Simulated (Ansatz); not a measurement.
The same path of FH3Si + H2S (8 atoms, charge 0, multiplicity 1) was run 3 times with different band settings. Lost on the way: Si1–H2, S6–H8. Made: Si1–S6, H2–H8.

Computed with RKS BLYP/6-31G* in Ansatz.

Relaxed end points:

```xyz
8
Properties=species:S:1:pos:R:3
Si 0.744 0.195 -0.315
H 1.277 0.570 1.030
H 1.786 -0.551 -1.085
H 0.334 1.421 -1.065
F -0.558 -0.777 -0.122
S -3.830 -0.259 1.333
H -2.653 -0.585 0.729
H -3.535 -0.994 2.442
```

```xyz
8
Properties=species:S:1:pos:R:3
Si -0.507 -0.062 -1.028
H -0.017 0.497 4.360
H 0.375 -1.102 -0.422
H -0.082 1.328 -0.702
F -0.456 -0.275 -2.641
S -2.505 -0.206 -0.219
H -2.620 -1.560 -0.333
H -0.623 0.402 3.933
```

Common settings: optimiser quadratic models (default); start path through a guess of the saddle point; force threshold 0.03 eV/Å; iteration limit 60; end points relaxed.

| run | movable images | climbing image | spring |
| --- | --- | --- | --- |
| 1 | 5 | yes | 5.0 eV/Å² |
| 2 | 6 | no | 5.0 eV/Å² |
| 3 | 5 | yes | 0.1 eV/Å² |

(1) What does each run give, and how far can it be trusted?

Answers

(1) Run 1: converged after 25 iterations, highest image 2.071 eV above the first end. Neighbouring images differ by up to 2.3 eV, so the band resolves the path poorly. A vibrational analysis at the climbing image gives one clearly imaginary mode, 1234i cm⁻¹: a first-order saddle point.
Run 2: converged after 18 iterations, highest image 0.928 eV above the first end. No image climbed, so the highest image needn't sit at the top of the path.
Run 3: converged after 15 iterations, highest image 2.071 eV above the first end. Neighbouring images differ by up to 2.3 eV, so the band resolves the path poorly. Another band between the same ends (5 images) ends at a top of the same energy, where a vibrational analysis finds 1 clearly imaginary mode.
The orbitals stay closed-shell, which can raise the energy where a bond breaks towards radicals; this wasn't checked here.
